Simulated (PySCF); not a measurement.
Gas-phase reaction: 4 C3H5 (allyl) + C3H4 (propyne) ⇌ 3 C5H8 (cyclic)

Computed with PySCF (xtb for GFN2) and rigid-rotor harmonic-oscillator thermochemistry at 1 bar. 'Table' is the NASA 1993 thermochemical table (part measured, part estimated). † marks an energy on the PBE0/def2-TZVP geometry and frequencies; other levels use their own. MP2 freezes the core. 6-31G* has spherical d functions here. Open shells (unrestricted): C3H5 (allyl) (multiplicity 2); the rest are closed-shell singlets. GFN2 has no spin-polarisation term. MP2 isn't extrapolated to the basis-set limit. The table's entry may be an old estimate for C3H5 (allyl), C5H8 (cyclic) (not checked at source). Warning, spin contamination: C3H5 (allyl) (HF/6-31G*, HF/def2-TZVP†, MP2/def2-SVP†).

```tsv
level	ΔH°(298 K), kJ
table	-758.8
BLYP/def2-TZVP†	-552.7
GFN2-xTB	…
HF/6-31G*	…
HF/def2-TZVP†	-399.1
MP2/def2-SVP†	…
PBE/def2-TZVP†	-708.8
PBE0/def2-TZVP	-745.1
LDA/def2-TZVP†	-932.5
ωB97X-V/def2-TZVP†	…
```

Task: What belongs in the gaps?

Result: 
- GFN2-xTB, ΔH°(298 K), kJ: -1040.3
- HF/6-31G*, ΔH°(298 K), kJ: -432.2
- MP2/def2-SVP†, ΔH°(298 K), kJ: -911.1
- ωB97X-V/def2-TZVP†, ΔH°(298 K), kJ: -785.5
